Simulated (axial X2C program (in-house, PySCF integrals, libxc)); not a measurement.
**PCN⁻: properties at the nuclei**

Computed with an in-house all-electron X2C program for linear molecules (integrals from PySCF): two-component X2C with atomic mean-field Coulomb and Gaunt terms, Gaussian nuclei, basis P dyall-v3z, C dyall-v3z, N dyall-av3z with contracted cores.

P–C–N held linear, with bonds 1.732 and 1.179 Å (near the PBE0 minimum at charge -1 of the determinant lowest at the starting distance; the state shown can have its own minimum elsewhere, held linear; other orders of the atoms were not compared).

Determinant lowest in the PBE0 search, Ω = 3/2 (⟨Sz⟩ = 0.50, ⟨Lz⟩ = 1.00 at PBE0), spin on the atoms P 0.46, C -0.07, N 0.11:

```csv
level,Eeff magnitude (GV/cm),Ws magnitude P (kHz),A∥/gI P (MHz),qzz P (a.u.),A∥/gI C (MHz),qzz C (a.u.),A∥/gI N (MHz),qzz N (a.u.)
PBE0,0.0166,0.00435,133,0.51,-4.52,-0.49,31.6,-0.75
HF,0.0388,0.0103,159,0.66,-24.6,-0.62,45.8,-0.89
LDA,0.00636,0.00163,133,0.45,-1.85,-0.44,29.7,-0.72
```

Determinant 0.02 eV from it at PBE0 and this distance, Ω = 1/2 (⟨Sz⟩ = -0.50, ⟨Lz⟩ = 1.00 at PBE0), spin on the atoms P -0.46, C 0.07, N -0.11:

```json
{"level": "PBE0", "Eeff magnitude (GV/cm)": "0.0149", "Ws magnitude P (kHz)": "0.0115", "A∥/gI P (MHz)": "610", "qzz P (a.u.)": "0.50", "A∥/gI C (MHz)": "11", "qzz C (a.u.)": "-0.49", "A∥/gI N (MHz)": "125", "qzz N (a.u.)": "-0.75"}
{"level": "HF", "Eeff magnitude (GV/cm)": "0.0363", "Ws magnitude P (kHz)": "0.0288", "A∥/gI P (MHz)": "537", "qzz P (a.u.)": "0.65", "A∥/gI C (MHz)": "17.4", "qzz C (a.u.)": "-0.62", "A∥/gI N (MHz)": "99.9", "qzz N (a.u.)": "-0.89"}
{"level": "LDA", "Eeff magnitude (GV/cm)": "0.00464", "Ws magnitude P (kHz)": "0.00334", "A∥/gI P (MHz)": "617", "qzz P (a.u.)": "0.44", "A∥/gI C (MHz)": "21.2", "qzz C (a.u.)": "-0.44", "A∥/gI N (MHz)": "135", "qzz N (a.u.)": "-0.72"}
```

Eeff is the effective electric field on the electron electric dipole moment in this Ω state and Ws the scalar–pseudoscalar constant of the nucleus named (defined with the proton number Z and per Ω); A∥ (defined per Ω) follows by multiplying with gI = μI/(I μN); qzz is the electric field gradient, eQq0 = 234.96 MHz × Q/barn × qzz. The operators were transformed with the bare-nucleus X2C matrices; with these basis sets, hyperfine constants and field gradients can be off by tens of per cent, and where levels differ in sign neither size nor sign is settled.

(1) With gI(31P) = 2.2632, gI(14N) = 0.4038, Q(14N) = 0.02044 barn (g factors from the IAEA table of nuclear moments by Stone; Q from Pyykkö, Mol. Phys. 2018), turn the PBE0 values of the first state into constants in MHz.

The molecule was held linear; bending was not examined, so a bent shape may lie lower.

Each state is one determinant with collinear spin. Unrestricted Hartree–Fock can overshoot spin polarisation at the nuclei. For an anion, determinants above electron detachment, or with a positive highest level, are held by the basis set. Where Eeff spreads by more than a factor of two the levels disagree and none is to be relied on. The search compared states at one distance, so a state with another bond length can lie lower. Where a field gradient or hyperfine factor spreads by more than a factor of two over the levels, a constant derived from it is not to be relied on. PBE0 term energies can be off by some tenths of an eV.

## Answers

(1) A∥(31P) = 133 × 2.2632 = 301 MHz; A∥(14N) = 31.6 × 0.4038 = 12.8 MHz; eQq0(14N) = 234.96 × (0.02044) × (-0.75) = -3.6 MHz.
